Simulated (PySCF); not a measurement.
# C4H4O2: the cost of one run

Programs: PySCF 2.14.0, with routines of our own; each step states its level. All values are computed. Atoms count from 0.

## 1. The starting structure

10 atoms, charge 0, multiplicity 1; geometry from: GFN2-xTB.

## 2. Relaxing the molecule at PBE0-D3(BJ)/def2-SVP

What the job is given:

```
{"job": {"xc": "PBE0", "basis": "def2-SVP", "d3": "d3bj", "grid": 1, "kind": "geom"}, "charge": 0, "multiplicity": 1}
C      1.118232     0.711250    -0.017855
C      1.176736    -0.607278     0.038458
O      0.064535    -1.435262     0.057704
C     -1.116361    -0.710366     0.012256
C     -1.175007     0.608159    -0.042519
O     -0.062696     1.435987    -0.064633
H      1.986142     1.345817    -0.033673
H      2.097562    -1.161294     0.075621
H     -1.984397    -1.344776     0.027971
H     -2.095863     1.162417    -0.075858
```

Started as:

```
$ OMP_NUM_THREADS=1 python excited_run.py task.json out
```

This one command runs all jobs of the session in turn.

**Question.** How long does this first job take on 1 thread of Arm Neoverse V1, shared host, and how much memory does it need?

About 16 s, with a peak of 0.46 GiB.
